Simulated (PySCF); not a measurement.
# [C3HF2]+ (SMILES Fc1c[c+]1F), step by step

We compute a structure relaxation (HF-D3(0)/6-31++G**), then vibrational wavenumbers, then the energy (CCSD(T)/LANL2DZ), then the charge distribution (wB97X-D3(BJ)/jun-cc-pV(D+d)Z) of [C3HF2]+. 

The calculation is run with PySCF 2.14.0.

## Step 1: Starting point

[C3HF2]+: 6 atoms, total charge +1, spin state singlet. As SMILES, `Fc1c[c+]1F`. All atoms were displaced at random from a relaxed shape. The run starts from this shape.

Bond lengths: F1–C2 1.270 Å, C2–C3 1.462 Å, C2–C4 1.416 Å, C4–F5 1.132 Å, C3–H6 0.975 Å. Angles: F1–C2–C3 136.8°, F1–C2–C4 151.2°, C3–C2–C4 70.8°, C2–C4–F5 149.2°, C2–C3–H6 167.2°. A long bond or contact: C3–C4 1.668 Å.

## Step 2: A structure relaxation at HF-D3(0)/6-31++G(d,p) (spherical functions) (run 1)

Input file input.xyz:

```xyz
6
C3HF2
F     -0.108077    -1.988627    -0.436720
C     -0.083233    -0.742652    -0.190894
C      0.513366     0.133307     0.815870
C     -0.236230     0.605194    -0.597030
F     -0.774884     1.375145    -1.229053
H      0.945708     0.531381     1.594234
```

Input file job.py:

```python
from pyscf import gto
from pyscf.geomopt.geometric_solver import kernel as optimise

molecule = gto.M(
    atom='input.xyz',
    basis='6-31++g**',
    verbose=3,
    max_memory=1860,
    charge=1,
)

myscf = molecule.RHF()
myscf.disp = 'd3zero'
converged, mol_eq = optimise(myscf, maxsteps=100)
print('converged:', converged)
print(mol_eq.tostring())

myscf.reset(mol_eq)
molecule = mol_eq
myscf.kernel()
energy = myscf.e_tot
print('E(%s) = %.9f' % ('HF', energy))
```

Launch:

```sh
$ OMP_NUM_THREADS=1 python job.py
```

Output:

```text
maxiter                   100
[... 39 lines left out ...]
> Will converge when all 5 criteria are reached:
[... 30 lines left out ...]
Step    0 : Gradient = 2.142e-01/3.495e-01 (rms/max) Energy = -312.5698619346
[... 57 lines left out ...]
converged SCF energy = -312.670446997733
[... 68 lines left out ...]
converged SCF energy = -312.671532313829
[... 58 lines left out ...]
Converged! =D
[... 1 line left out ...]
converged: True
F          -0.11841090       -1.98233872       -0.42438947
C          -0.02121177       -0.76345757       -0.17066148
C           0.42277529        0.20775546        0.66628411
C          -0.24698900        0.52830819       -0.46921643
F          -0.71226648        1.41899803       -1.21047025
H           0.93275285        0.50448260        1.56486052
converged SCF energy = -312.671548039939
E(HF) = -312.671548040
```

Wall time 66 s (1 thread of Arm Neoverse V1, shared host); peak memory 0.22 GiB.

Steps, from the record of the run:

```tsv
step	energy from the first frame kept (eV)	largest force (eV/Å)
0	0.0000	17.9731
1	-2.4849	5.2072
2	-2.6894	2.0662
3	-2.7371	1.0691
4	-2.7615	0.4844
5	-2.7652	0.2791
6	-2.7666	0.1669
7	-2.7670	0.0205
8	-2.7670	0.0153
```

After the run. Bond lengths: F1–C2 1.249 Å, C2–C3 1.357 Å, C2–C4 1.345 Å, C3–C4 1.357 Å, C4–F5 1.249 Å, C3–H6 1.075 Å. Angles: F1–C2–C3 148.2°, F1–C2–C4 151.6°, C3–C2–C4 60.3°, C2–C3–C4 59.4°, C2–C4–C3 60.3°, C2–C4–F5 151.6°, C3–C4–F5 148.1°, C2–C3–H6 150.3°, C4–C3–H6 150.3°.

## Step 3: The harmonic vibrations at HF-D3(0)/6-31++G(d,p) (spherical functions) (run 2)

Input file input.xyz:

```xyz
6

F      0.050077    -1.842028    -0.043323
C      0.150280    -0.624482     0.215373
C      0.596867     0.344073     1.055654
C     -0.072375     0.669088    -0.077661
F     -0.535716     1.563967    -0.815148
H      1.106845     0.640801     1.954231
```

Input file run.py:

```python
from pyscf import gto, symm
from pyscf.hessian import thermo

mol = gto.Mole()
mol.atom = 'input.xyz'
mol.basis = '6-31++g**'
mol.max_memory = 1860
mol.verbose = 3
mol.charge = 1
mol.build()

calc0 = mol.RHF()
calc0.disp = 'd3zero'
calc0.kernel()

etot = calc0.e_tot
print(f'total energy: {etot:.8f} hartree')
hess = calc0.Hessian().kernel()
modes = thermo.harmonic_analysis(mol, hess)
thermo.dump_normal_mode(mol, modes)
symm.geom.TOLERANCE = 1e-3  # for the symmetry number
th = thermo.thermo(calc0, modes['freq_au'], 350, 101325)
thermo.dump_thermo(mol, th)
```

Launch:

```sh
$ OMP_NUM_THREADS=1 python run.py
```

Output:

```text
converged SCF energy = -312.671544463664
total energy: -312.67154446 hartree

WARN: DFTD3 does not support analytical Hessian, using finite difference

WARN: Mole.unit (angstrom) is changed to Bohr

[... 66 lines left out ...]
Gibbs free energy [Eh] -312.66990
```

Run time: 65 s. Hardware: 1 thread of Arm Neoverse V1, shared host; peak memory 0.21 GiB.

## Step 4: A single-point energy at CCSD(T)/LANL2DZ (run 3)

Input file start.xyz:

```xyz
6

F     -0.118411    -1.982339    -0.424389
C     -0.021212    -0.763458    -0.170661
C      0.422775     0.207755     0.666284
C     -0.246989     0.528308    -0.469216
F     -0.712266     1.418998    -1.210470
H      0.932753     0.504483     1.564861
```

Input file input.py:

```python
from pyscf import gto, scf, cc

system = gto.Mole()
system.atom = 'start.xyz'
system.charge = 1
system.max_memory = 1860
system.verbose = 3
system.basis = 'lanl2dz'
system.build()

calc0 = scf.RHF(system)
calc0.kernel()

mycc = cc.CCSD(calc0, frozen=5)
mycc.kernel()
e_t = mycc.ccsd_t()
e_final = mycc.e_tot + e_t
print('Final energy', e_final)
```

Launch:

```sh
$ OMP_NUM_THREADS=1 python input.py
```

Output:

```text
converged SCF energy = -312.568567318104
E(CCSD) = -313.030621581364  E_corr = -0.4620542632602874
CCSD(T) correction = -0.0154987346202962
Final energy -313.04612031598424
```

Run time: 3.3 s. Hardware: 1 thread of Arm Neoverse V1, shared host; peak memory 0.14 GiB.

## Step 5: The charge distribution at wB97X-D3(BJ)/jun-cc-pV(D+d)Z (density fitting with aug-cc-pvtz-jkfit) (run 4)

Input file input.py:

```python
# Fc1c[c+]1F
import numpy
from pyscf import gto, scf, dft, lo

molecule = gto.M(
    atom=[
    ('F', (-0.118411, -1.982339, -0.424389)),
    ('C', (-0.021212, -0.763458, -0.170661)),
    ('C', (0.422775, 0.207755, 0.666284)),
    ('C', (-0.246989, 0.528308, -0.469216)),
    ('F', (-0.712266, 1.418998, -1.210470)),
    ('H', (0.932753, 0.504483, 1.564861)),
],
    basis='jun-cc-pv(d+d)z',
    verbose=4,
    charge=1,
    max_memory=1860,
)

myscf = dft.RKS(molecule)
myscf.xc = 'wb97x-d3bj'
myscf = myscf.density_fit(auxbasis='aug-cc-pvtz-jkfit')
myscf.kernel()

etot = myscf.e_tot
print(f'total energy: {etot:.8f} hartree')
myscf.analyze()
quad = myscf.quad_moment()
occ = myscf.mo_coeff[:, myscf.mo_occ > 0]
iaos = lo.vec_lowdin(lo.iao.iao(molecule, occ), myscf.get_ovlp())
c = iaos.T @ myscf.get_ovlp() @ occ
pop_iao, q_iao = scf.hf.mulliken_pop(lo.iao.reference_mol(molecule), (c * myscf.mo_occ[myscf.mo_occ > 0]) @ c.T, numpy.eye(c.shape[0]), verbose=0)
print('IAO charges', numpy.round(q_iao, 4))
```

Launch:

```sh
$ OMP_NUM_THREADS=1 python input.py
```

Output:

```text
PySCF version 2.14.0

[... 96 lines left out ...]
MO #5   energy= -10.6425551630673  occ= 2
[... 17 lines left out ...]
MO #23  energy= -0.0765305602792603 occ= 0
[... 17 lines left out ...]
MO #41  energy= 0.186571844018378  occ= 0
[... 17 lines left out ...]
MO #59  energy= 0.864284754051858  occ= 0
[... 17 lines left out ...]
MO #77  energy= 1.81492608634949   occ= 0
[... 17 lines left out ...]
MO #95  energy= 4.30440950939729   occ= 0
[... 105 lines left out ...]
WARN: System has nonzero charge 1; the dipole moment is origin-dependent.
Location of origin: [0. 0. 0.]

Dipole moment(X, Y, Z, Debye):  0.67033,  0.20226,  0.78658
Traceless quadrupole moment (Debye*A):

IAO charges [-0.096   0.4646 -0.0022  0.4646 -0.096   0.2651]
```

Wall time 8.1 s (1 thread of Arm Neoverse V1, shared host); peak memory 0.42 GiB.

Atomic charges (e):

```tsv
atom	Mulliken	IAO
F1	-0.025	-0.096
C2	+0.369	+0.465
C3	+0.151	-0.002
C4	+0.369	+0.465
F5	-0.024	-0.096
H6	+0.159	+0.265
```

## Step 6: Summary of results

```
                                                           quantity          value
                 run 1, HF-D3(0)/6-31++G**: total energy at the end  -312.67155 Eh
                             run 1, HF-D3(0)/6-31++G**: HOMO energy      -20.85 eV
                             run 1, HF-D3(0)/6-31++G**: LUMO energy       -3.76 eV
                           run 1, HF-D3(0)/6-31++G**: HOMO–LUMO gap       17.09 eV
                       run 1, HF-D3(0)/6-31++G**: dispersion energy   -5.49 kJ/mol
                            run 2, HF-D3(0)/6-31++G**: total energy  -312.67154 Eh
              run 2, HF-D3(0)/6-31++G**: lowest harmonic wavenumber       323 cm⁻¹
             run 2, HF-D3(0)/6-31++G**: highest harmonic wavenumber      3426 cm⁻¹
                       run 2, HF-D3(0)/6-31++G**: zero-point energy    90.2 kJ/mol
                               run 3, CCSD(T)/LANL2DZ: total energy  -313.04612 Eh
        run 3, CCSD(T)/LANL2DZ: HOMO energy (Hartree–Fock orbitals)      -21.12 eV
        run 3, CCSD(T)/LANL2DZ: LUMO energy (Hartree–Fock orbitals)       -4.23 eV
      run 3, CCSD(T)/LANL2DZ: HOMO–LUMO gap (Hartree–Fock orbitals)       16.88 eV
run 3, CCSD(T)/LANL2DZ: correlation energy (5 core orbitals frozen)     -477.6 mEh
                             run 3, CCSD(T)/LANL2DZ: (T) correction     -15.50 mEh
                              run 3, CCSD(T)/LANL2DZ: T1 diagnostic          0.016
                  run 4, wB97X-D3(BJ)/jun-cc-pV(D+d)Z: total energy  -314.25765 Eh
                   run 4, wB97X-D3(BJ)/jun-cc-pV(D+d)Z: HOMO energy      -19.96 eV
                   run 4, wB97X-D3(BJ)/jun-cc-pV(D+d)Z: LUMO energy       -5.62 eV
                 run 4, wB97X-D3(BJ)/jun-cc-pV(D+d)Z: HOMO–LUMO gap       14.34 eV
             run 4, wB97X-D3(BJ)/jun-cc-pV(D+d)Z: dispersion energy  -19.06 kJ/mol
```

What this shows: The program (run 2, HF-D3(0)/6-31++G**) took a symmetry number of 1 where this shape has 2, so the entropy in its output is too high by R ln(2/1) = 1.38 cal/(mol K). The optimisation (run 1, HF-D3(0)/6-31++G**) took 8 steps and changed the energy by -2.767 eV. Mulliken charges (run 1, HF-D3(0)/6-31++G**) run from -0.32 on F1 to +0.52 on C4; in a basis this large or diffuse they mean little. All 12 modes (run 2, HF-D3(0)/6-31++G**) are real, so the shape is a minimum at this level. The triples (run 3, CCSD(T)/LANL2DZ) make up 3.2 % of the correlation energy.
